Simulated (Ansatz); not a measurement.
Species: phosphane, PH3, charge 0, multiplicity 1. 
Structure (B3LYP-D3(BJ)/def2-TZVP (Ansatz, a quantum-chemistry and plane-wave program) minimum search):
SMILES: P
```xyz
4

P      0.0029     0.0016     0.1282
H     -0.0038     1.1839    -0.6561
H      1.0120    -0.6137    -0.6568
H     -1.0521    -0.5944    -0.6098
```
Charge 0, spin multiplicity 1.

Basis-set convergence of Hartree-Fock and MP2 correlation energies (hartree) with Ansatz. Cores are frozen in the correlated levels unless marked. No spin-orbit coupling. Non-relativistic.

| basis | functions | E(HF) | E(corr, MP2) |
|---|---|---|---|
| def2-SVP | 33 | -342.36360 | -0.13295 |
| def2-TZVPP | 84 | -342.48382 | -0.17041 |
| def2-QZVPP | 160 | -342.49402 | -0.18280 |

Extrapolating the two largest sets (X = 3 and 4) as X^-3: E(corr) = (64·(-0.18280) - 27·(-0.17041))/37 = -0.1918 Eh, an estimate of the basis-set limit. The largest set recovers 95.3 % of it, the smallest 69.3 %.
